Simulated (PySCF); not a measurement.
**Which orbitals make which state**

Species: C5H5Cl.
InChI=1S/C5H5Cl/c1-4-2-5(4)3-6/h2-3H,1H3/b5-3+

Computed with TDDFT PBE0/def2-SVPD, vertical, gas phase, core orbitals frozen in the response in PySCF. Geometry: GFN2-xTB; no solvent, vibrations or thermal averaging.

Orbital energies (eV): HOMO-3 -9.20, HOMO-2 -8.94, HOMO-1 -8.31, HOMO -5.93, LUMO -0.54, LUMO+1 0.47, LUMO+2 0.99.

Question: Among the lowest singlets, which states do these configurations lead, and at what energies: HOMO→LUMO+1, HOMO-2→LUMO, HOMO→LUMO, HOMO→LUMO+2?

Answer: 

```json
{"state": "S1", "leading configuration": "HOMO→LUMO", "weight": "0.99", "Δε (eV)": "5.39", "E (eV)": "4.31", "E − Δε (eV)": "-1.08", "f": "0.021", "other configurations": "–"}
{"state": "S2", "leading configuration": "HOMO→LUMO+1", "weight": "0.84", "Δε (eV)": "6.40", "E (eV)": "5.37", "E − Δε (eV)": "-1.03", "f": "0.0009", "other configurations": "H→L+2 (11%)"}
{"state": "S3", "leading configuration": "HOMO→LUMO+2", "weight": "0.81", "Δε (eV)": "6.92", "E (eV)": "5.50", "E − Δε (eV)": "-1.43", "f": "0.0018", "other configurations": "H→L+1 (12%)"}
{"state": "S6", "leading configuration": "HOMO-2→LUMO", "weight": "0.81", "Δε (eV)": "8.40", "E (eV)": "6.54", "E − Δε (eV)": "-1.86", "f": "0.0000", "other configurations": "H-1→L (15%)"}
```

E − Δε runs from -1.86 to -1.03 eV. Among themselves, these states come in the order of their orbital differences. Δε is the difference of the two orbital energies.

H and L stand for HOMO and LUMO. The other states: S4 6.41 eV, f 0.0061, H→L+4 (89%); S5 6.50 eV, f 0.0027, H→L+5 (93%).

Question: Pair triplets and singlets of the same leading configuration (75% or more in both) and give the splittings.

Answer: 

```csv
configuration,triplet,E(T) (eV),singlet,E(S) (eV),E(S) − E(T) (eV)
HOMO→LUMO,T1,3.33,S1,4.31,+0.97
```

The 2 triplets are Tamm–Dancoff values, the singlets full response.

Summed over the main configurations (up to three a state, each over 8%) of all 6 singlets, the electron leaves HOMO with weight 4.69, HOMO-2 with weight 0.81 and HOMO-1 with weight 0.15.
